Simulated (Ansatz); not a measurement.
Basis-set extrapolation for C$_{3}$H$_{5}$NO, SMILES `CC(N)=C=O` (PBE0-D4/def2-TZVP geometry, frozen core, Ansatz 0.2.0). Multiplicity 1, RHF reference.

```tsv
	def2-TZVPP	def2-QZVPP
HF	-245.879522	-245.890665
MP2 correlation	-0.919948	-0.984023
CCSD(T) correlation	-0.984634	not run
```

Energies in hartree. Use E(X) = E(∞) + A·exp(−7.88·√X) for Hartree–Fock and E(X) = E(∞) + B·X^(−2.97) for correlation, with X = 3 and 4, and add CCSD(T) minus MP2 of the smaller set to the MP2 limit.

What is the CCSD(T) energy at the basis-set limit?

HF limit: -245.890665 + (-0.011143) × 0.13774 = -245.89220. MP2 limit: -0.984023 + (-0.064075) × 0.74074 = -1.03149. Higher-order term: -0.984634 − (-0.919948) = -0.06469. Total: -246.98838 hartree, 326.2 kJ/mol below CCSD(T)/def2-TZVPP.
